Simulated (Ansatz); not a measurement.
# SiNH₄ (doublet): from Hartree-Fock to the top rungs at distance N1–H4 along a hydrogen transfer = 1.012 Å, cc-pVDZ

Aim: climb from Hartree-Fock through coupled cluster and multireference methods for SiNH₄ (doublet) at one geometry and basis, and see what each rung misses.

Program: Ansatz 0.2.0, Gaussian basis. Level of theory: cc-pVDZ, core rule «outside noble gas», up to 6 orbitals frozen. These are calculated values, not measurements.

Plan: UHF; CCSD(T) on ROHF; CCSD(T) on UHF; BCCD(T) on ROHF; CISD; CCSDT(Q) on ROHF; CCSDT(Q) on UHF; CASSCF and MRCISD+Q, 3 electrons in 3 orbitals; CASSCF and NEVPT2, 3 electrons in 3 orbitals.

8 further runs of the same task are left out: 6 that didn't finish, 2 set aside as unsound or not needed.

## 1. The system

The geometry derives from fragments relaxed apart (PBE0/def2-TZVP) and kept rigid, so it is no stationary point. A hydrogen atom is moved between rigid fragments.

6 atoms, charge 0, spin multiplicity 2.

Atoms are counted from 1 here; the program's logs count them from 0.

Bond lengths: N1–H2 1.012 Å, N1–H3 1.012 Å, N1–H4 1.012 Å, Si5–H6 1.532 Å. Angles: H2–N1–H3 107.1°, H2–N1–H4 107.1°, H3–N1–H4 107.1°.

## 2. UHF

File in.yaml:

```yaml
crystal:
  periodic: [false, false, false]
  atoms:
    - {symbol: N, position_ang: [-1.990202, 0.019973, -0.019236]}
    - {symbol: H, position_ang: [-2.287482, 0.987807, -0.019236]}
    - {symbol: H, position_ang: [-2.287481, -0.382326, 0.861023]}
    - {symbol: H, position_ang: [-0.977741, 0.019973, -0.019236]}
    - {symbol: Si, position_ang: [1.136798, 0.019973, -0.019236]}
    - {symbol: H, position_ang: [1.533233, -1.459540, -0.019236]}
basis:
  gaussian: {orbitals: cc-pVDZ}
magnetization: {spin_polarized: true, initial_magnetization: 1}
hamiltonian: {xc: hf}
output: {orbitals: {seedname: orbitals}}
```

The run is started by

```sh
> ansatz run in.yaml --threads 1 --pin off --events-out ev --progress --plain --max-ram 2393MiB
```

Further steps of the session: CCSD(T) on ROHF; CCSD(T) on UHF; BCCD(T) on ROHF; CISD; CCSDT(Q) on ROHF; CCSDT(Q) on UHF; CASSCF and MRCISD+Q, 3 electrons in 3 orbitals; CASSCF and NEVPT2, 3 electrons in 3 orbitals.

Before running them: what should the planned runs give, taken together? Wanted: UCCSDT(Q) below the RHF energy; RMP2 from UCCSDT(Q); UMP2 from UCCSDT(Q); RCCSD from UCCSDT(Q); RCCSD(T) from UCCSDT(Q); UCCSD(T) from UCCSDT(Q); RCCSDT(Q) from UCCSDT(Q); MRCISD+Q pair from UCCSDT(Q); T1 diagnostic.

**Answer**, as computed:

| quantity | value |
| --- | --- |
| UCCSDT(Q) below the RHF energy | -8.3813 eV |
| RMP2 from UCCSDT(Q) | +1267.1 meV |
| UMP2 from UCCSDT(Q) | +1280.2 meV |
| RCCSD from UCCSDT(Q) | +213.3 meV |
| RCCSD(T) from UCCSDT(Q) | +36.4 meV |
| UCCSD(T) from UCCSDT(Q) | +36.0 meV |
| RCCSDT(Q) from UCCSDT(Q) | +0.3 meV |
| MRCISD+Q pair from UCCSDT(Q) | +98.6 meV |
| levels within 1 kcal/mol (43 meV) | RCCSD(T), UCCSD(T), BCCD(T), RCCSDT, UCCSDT, RCCSDT(Q) |
| T1 diagnostic | 0.015 |

What this shows: RCCSD(T) lands +36.4 meV from the yardstick (0.4 % of the correlation energy). These misses are within one basis, not against nature; the frozen cores of restricted and unrestricted runs differ, which can shift their rows.
